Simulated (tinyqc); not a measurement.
Ways to converge the cycle: SCF convergence aids in the sto-3g basis, for CH3+, spin multiplicity 1. Computed by the program tinyqc with PySCF. RHF with one setting changed at a time; a run stops when the energy changes by less than 1e-09 hartree and the error matrix is below 1e-5. The start is random orbitals. Damping d keeps d of the old density; a shift (hartree) raises the virtual levels; DIIS n extrapolates F over n matrices.

Geometry (angstrom):
```
atom        x        y       z
C      0.0000   0.0000  0.1060
H      1.3850   0.0000  0.0000
H     -0.6930   1.2000  0.0000
H     -0.6930  -1.2000  0.0000
```

lowest restricted solution found by these runs and by PySCF = -38.663121 hartree

Largest element of the error matrix X^T (FDS - SDF) X:
```
iteration    plain  damping 0.3  damping 0.6  shift 0.4   DIIS 3   DIIS 8
1          5.6e+00      5.6e+00      5.6e+00    5.6e+00  5.6e+00  5.6e+00
2          4.9e-01      1.6e+00      3.2e+00    4.2e-01  4.9e-01  4.9e-01
3          1.9e-01      4.9e-01      1.9e+00    1.8e-01  1.8e-01  1.8e-01
4          5.8e-02      1.6e-01      1.1e+00    1.5e-01  6.9e-02  6.9e-02
5          3.8e-02      6.9e-02      6.8e-01    1.2e-01  2.7e-02  2.6e-02
6          2.5e-02      5.4e-02      4.2e-01    9.2e-02  7.7e-03  7.4e-03
8          1.1e-02      3.1e-02      1.6e-01    5.7e-02  1.7e-04  3.3e-04
10         4.6e-03      1.8e-02      5.9e-02    3.5e-02  1.6e-05  1.1e-05
14         8.6e-04      5.9e-03      3.0e-02    1.4e-02        -        -
20         6.8e-05      1.1e-03      1.2e-02    3.3e-03        -        -
30               -      7.1e-05      2.8e-03    3.1e-04        -        -
45               -            -      3.0e-04    8.9e-06        -        -
60               -            -      3.3e-05          -        -        -
```

How each run ends:
```
run          iterations  E (hartree)                                                        state
plain                25   -38.663121                                                 lowest found
damping 0.3          38   -38.663121                                                 lowest found
damping 0.6         >60   -38.663121  falls steadily but slowly, by a factor of about 0.86 a step
shift 0.4            45   -38.663121                                                 lowest found
DIIS 3               12   -38.663121                                                 lowest found
DIIS 8               11   -38.663121                                                 lowest found
```

What does the comparison show, and why?

5 of 6 runs reach the lowest restricted solution found, in 11 to 45 iterations (fastest: DIIS 8). Not converged: damping 0.6. Plain steps already contract here, so damping only slows them. DIIS 3 and DIIS 8 gain by cancelling the error over several earlier matrices, much as a quasi-Newton step does.
